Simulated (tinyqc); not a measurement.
Ways to converge the cycle: SCF convergence aids in the sto-3g basis, for BH, spin multiplicity 3. Computed by the program tinyqc with PySCF. Command: `OMP_NUM_THREADS=1 python tinyqc.py 113946 113947 out.jsonl`; one thread of a shared host (Intel(R) Xeon(R) Processor @ 2.60GHz), about 1 s.

Geometry (angstrom):
```
atom       x       y       z
B     0.0000  0.0000  0.0000
H     0.0000  0.0000  1.4260
```

lowest solution found by these runs and by PySCF with stability checks = -24.718103 hartree

UHF with one setting changed at a time; a run stops when the energy changes by less than 1e-09 hartree and the error matrix is below 1e-5. The start is random orbitals. Damping d keeps d of the old density; a shift (hartree) raises the virtual levels; DIIS n extrapolates F over n matrices.

Largest element of the error matrix X^T (FDS - SDF) X:
```
iteration    plain  damping 0.3  damping 0.6  shift 0.4   DIIS 3   DIIS 8
1          2.2e+00      2.2e+00      2.2e+00    2.2e+00  2.2e+00  2.2e+00
2          2.9e-01      6.5e-01      1.3e+00    3.0e-01  2.9e-01  2.9e-01
3          4.4e-02      2.3e-01      7.7e-01    2.0e-01  4.4e-02  4.4e-02
4          2.3e-02      9.1e-02      4.8e-01    7.2e-02  2.2e-02  2.2e-02
5          1.2e-02      3.7e-02      3.0e-01    3.7e-02  7.7e-03  7.6e-03
6          8.0e-03      1.9e-02      1.9e-01    2.6e-02  4.0e-03  3.7e-03
8          3.7e-03      9.0e-03      8.2e-02    1.2e-02  6.1e-04  3.2e-04
10         1.8e-03      5.3e-03      3.5e-02    7.3e-03  1.2e-04  7.1e-05
14         4.4e-04      2.5e-03      1.2e-02    3.1e-03  9.4e-06        -
20         9.4e-05      9.7e-04      5.4e-03    1.2e-03        -        -
30         9.3e-06      2.0e-04      2.1e-03    2.5e-04        -        -
45               -      1.9e-05      5.7e-04    2.6e-05        -        -
60               -            -      1.6e-04          -        -        -
```

How each run ends:
```
run          iterations  E (hartree)                                                        state
plain                30    -24.71810                                                 lowest found
damping 0.3          50    -24.71810                                                 lowest found
damping 0.6         >60    -24.71810  falls steadily but slowly, by a factor of about 0.92 a step
shift 0.4            52    -24.71810                                                 lowest found
DIIS 3               16    -24.71810                                                 lowest found
DIIS 8               13    -24.71810                                                 lowest found
```

5 of 6 runs reach the lowest solution found, in 13 to 52 iterations (fastest: DIIS 8). Not converged: damping 0.6. Plain steps already contract here, so damping only slows them. DIIS 3 and DIIS 8 gain by cancelling the error over several earlier matrices, much as a quasi-Newton step does.
